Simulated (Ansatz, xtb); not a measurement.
**Relative energies of C2H3ClF2 isomers**

2 of its isomers, all singlets with charge 0: A = `FCC(F)Cl`; B = 1-chloro-1,1-difluoroethane `CC(F)(F)Cl`.

Shapes, held fixed at every level: PBE0-D4/def2-TZVP. Flexible molecules stand in one conformer, not always the lowest. Programs: Ansatz 0.2.0, xtb 6.7.1.

A:

```xyz
8

F    -0.3561   -0.8152    1.5794
C     0.2980    0.0392    0.7250
C    -0.3208   -0.0689   -0.6448
F    -0.1046   -1.3022   -1.1626
Cl    0.4209    1.1539   -1.6942
H     0.1975    1.0612    1.0966
H     1.3532   -0.2414    0.6753
H    -1.3959    0.1163   -0.6306
```

B:

```xyz
8

C    -0.5920   -0.3056    0.4773
C     0.5249    0.1798   -0.3959
F     1.7139    0.0143    0.2063
F     0.5720   -0.5113   -1.5465
Cl    0.3529    1.9057   -0.8014
H    -0.6009    0.2571    1.4090
H    -0.4281   -1.3638    0.6877
H    -1.5428   -0.1762   -0.0365
```

Electronic energies in kJ/mol, without zero-point or thermal terms.

```csv
level,kind,B − A
GFN1-xTB,semi-empirical,-51.2
HF/def2-TZVPP,Hartree–Fock,-46.2
SPW92/def2-TZVPP,LDA,-63.0
PBE-D4/def2-TZVPP,GGA,-53.7
BHLYP-D4/def2-TZVPP,global hybrid,-49.7
wB97M-V/def2-TZVPP,range-separated hybrid,-55.2
MP2/def2-SVP,perturbation theory,-67.3
CCSD(T)/def2-SVP,coupled cluster or CI,-63.2
CCSD(T)/CBS estimate,coupled cluster or CI,-50.9
```

The highest level, CCSD(T)/CBS estimate, puts B lowest of these. All levels agree on that. The B − A difference spans -67.3 to -46.2 kJ/mol over the levels. The CBS estimate extrapolates MP2 from def2-TZVPP and def2-QZVPP and adds CCSD(T) − MP2 in the triple-zeta set, cores frozen.
